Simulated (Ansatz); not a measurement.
C$_{3}$H$_{6}$F (`[CH2]CCF`) radical, charge 0, multiplicity 2.

Question: Give a relaxed structure at PBE0-D4/def2-TZVP (Ansatz 0.2.0). (Estimate.)

Answer: The calculation gave: 
Cartesian coordinates in Å:
```
C -1.161 0.275 -0.735
C -0.048 -0.553 -0.217
C 0.947 0.223 0.614
F 0.323 0.756 1.730
H -1.708 -0.022 -1.620
H -1.544 1.100 -0.148
H 0.495 -1.032 -1.040
H -0.434 -1.378 0.403
H 1.756 -0.425 0.966
H 1.373 1.056 0.047
```
This is one stationary point; other conformers may exist.
